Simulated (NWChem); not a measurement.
# Basis-set convergence for hydrazine (H₄N₂)

SMILES: NN
```xyz
6

N      0.1793    -0.6865     0.0757
N     -0.1793     0.6865     0.0757
H     -0.6482    -1.2350     0.3070
H      0.5101    -1.0127    -0.8368
H      0.6482     1.2350     0.3070
H     -0.5101     1.0127    -0.8368
```
Charge 0, spin multiplicity 1.

All runs are NWChem calculations. Structure: optimised with B3LYP/def2-SVP, a minimum by its harmonic frequencies. It is one conformer; others weren't searched.

Quantity: vertical ionisation energy at the level ΔMP2 (Δ: difference of total energies, the cation a doublet at the parent's geometry with its hole in an orbital of symmetry a (C2 labels); it is the state that the SCF runs reached, from PBE0 orbitals for Hartree-Fock references, and need not be the lowest).

The correlated methods keep 2 core orbitals frozen. The Pople sets run with spherical d functions. The stability of the SCF solutions was not checked. Open-shell Hartree-Fock references start from PBE0 orbitals; any time given for them includes that run.

Costs are rough ratios of processor time within this set of runs, SCF included, with cc-pVDZ as 1.

```
basis        functions  vertical ionisation energy (eV)  relative cost
-----------  ---------  -------------------------------  -------------
cc-pVDZ             48                                ?              1
6-311G**            60                             9.92        under 3
6-311++G**          72                                ?        under 3
def2-TZVP           86                            10.18        under 3
pcseg-2            116                            10.27              5
def2-TZVPP         118                            10.23              6
aug-cc-pVTZ        184                                ?             40
```

Problem. Complete the blanks.

Solution. 
- cc-pVDZ, vertical ionisation energy (eV): 9.77
- 6-311++G**, vertical ionisation energy (eV): 10.13
- aug-cc-pVTZ, vertical ionisation energy (eV): 10.33
